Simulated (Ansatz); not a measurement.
`FC1CC1(F)F` and `F[C@H]1C[C@@H]1F` differ in one atom or group.

Ansatz, PBE0-D4/def2-TZVP geometries, multiplicity 1. 

```csv
property,`FC1CC1(F)F`
LUMO energy (PBE/def2-TZVPP) / eV,-0.14
HOMO energy (PBE0/def2-TZVPP) / eV,-8.44
LUMO energy (PBE0/def2-TZVPP) / eV,0.94
LUMO energy (B3LYP/def2-TZVPP) / eV,0.64
HOMO–LUMO gap (B3LYP/def2-TZVPP) / eV,8.88
size of the dipole moment (ωB97M-V/def2-TZVPP) / D,2.20
```

Q: What does the change do to each property? (Estimate.)

A: Computed: 
| property | `F[C@H]1C[C@@H]1F` | shift |
| --- | --- | --- |
| LUMO energy (PBE/def2-TZVPP) / eV | 0.12 | 0.26 |
| HOMO energy (PBE0/def2-TZVPP) / eV | -8.31 | 0.13 |
| LUMO energy (PBE0/def2-TZVPP) / eV | 1.14 | 0.20 |
| LUMO energy (B3LYP/def2-TZVPP) / eV | 0.83 | 0.19 |
| HOMO–LUMO gap (B3LYP/def2-TZVPP) / eV | 8.93 | 0.05 |
| size of the dipole moment (ωB97M-V/def2-TZVPP) / D | 1.14 | -1.06 |

With PBE0 the HOMO rises by 0.13 eV and the LUMO rises by 0.20 eV, so the gap widens by about 0.07 eV. PBE moves the HOMO by 0.10 eV and ωB97M-V by 0.13 eV. Dipoles are sizes alone; their direction can turn.

B3LYP here is the variant with VWN-RPA as its local correlation; programs differ in this.
